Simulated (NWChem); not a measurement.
Species: dichloromethane (CH$_{2}$Cl$_{2}$); SMILES ClCCl

```xyz
5

Cl     1.4943     0.0000     0.2157
C      0.0000     0.0000    -0.7601
Cl    -1.4943     0.0000     0.2157
H      0.0000     0.9097    -1.3865
H      0.0000    -0.9097    -1.3865
```
Atoms are numbered in this order, from 1.

Program: NWChem. Pople sets run with spherical d functions. Structure relaxed at the PBE-D3(BJ)/def2-SVP level. Ions are spin-unrestricted doublets at the neutral geometry; other ion states weren't tried.

Task: Order these by “ΔSCF minus −ε(HOMO) (eV)”, lowest first: BHandHLYP/6-31+G*; PBE/6-31+G*; B3LYP/6-31+G*.

Result: BHandHLYP/6-31+G* (1.37), B3LYP/6-31+G* (2.56), PBE/6-31+G* (3.32)
